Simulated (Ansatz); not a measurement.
# AlNH2+ (doublet): wave-function methods side by side, cc-pVTZ

The task here is to estimate one member of a computed series from the others.

Program: Ansatz 0.2.0, Gaussian basis. Level of theory: cc-pVTZ, core rule «outside noble gas», up to 6 orbitals frozen. These are calculated values, not measurements.

Plan: UHF; CCSD(T) on ROHF; CCSD(T) on UHF; BCCD(T) on ROHF; CCSDT(Q) on ROHF; CCSDT(Q) on UHF.

4 further runs of the same task are left out: 4 for a known fault of the program.

### The system

The geometry is a PBE0/def2-TZVP stationary point (not a proven minimum) of the parent state, kept for this charge and spin.

4 atoms, charge 1, spin multiplicity 2.

Atoms are counted from 1 here; the program's logs count them from 0.

Bond lengths: Al1–N2 1.614 Å, Al1–H3 1.559 Å, N2–H4 0.997 Å. Angles: N2–Al1–H3 173.6°, Al1–N2–H4 169.2°.

The first run:

in.yaml reads:

```yaml
crystal:
  periodic: [false, false, false]
  atoms:
    - {symbol: Al, position_ang: [0.000000, -0.021076, 0.664322]}
    - {symbol: N, position_ang: [0.000000, 0.038158, -0.948564]}
    - {symbol: H, position_ang: [0.000000, 0.096278, 2.218682]}
    - {symbol: H, position_ang: [0.000000, -0.113360, -1.934441]}
basis:
  gaussian: {orbitals: cc-pVTZ}
total_charge: 1
magnetization: {spin_polarized: true, initial_magnetization: 1}
hamiltonian: {xc: hf}
output: {orbitals: {seedname: orbitals}}
```

On the command line:

```
ansatz run in.yaml --threads 1 --pin off --events-out ev --progress --plain --max-ram 3968MiB --backend cpu
```

Steps of the session up to this table: UHF; CCSD(T) on ROHF; CCSD(T) on UHF; BCCD(T) on ROHF; CCSDT(Q) on ROHF; CCSDT(Q) on UHF.

One table of the session follows, with a row left open; its other results are not shown here.

| method | from UCCSDT(Q) (meV) |
| --- | --- |
| ROHF | +6964.4 |
| UHF | +6845.3 |
| RMP2 | +852.3 |
| UMP2 | +863.8 |
| RCCSD | +228.7 |
| UCCSD | +225.9 |
| RCCSD(T) | +27.7 |
| UCCSD(T) | +27.3 |
| BCCD(T) | ? |
| RCCSDT | +10.3 |
| UCCSDT | +9.3 |
| RCCSDT(Q) | +1.6 |
| UCCSDT(Q) | 0 |

Q: Estimate the row for BCCD(T) from the others.

The run gave: from UCCSDT(Q) (meV): +27.6. In the column «from UCCSDT(Q) (meV)» it lies between UCCSD(T) (+27.3) and RCCSD(T) (+27.7).

To keep in mind: Restricted and unrestricted rows rest on different reference determinants; where their highest levels disagree by more than a few hundredths of an eV, they describe different states and don't form one ladder.
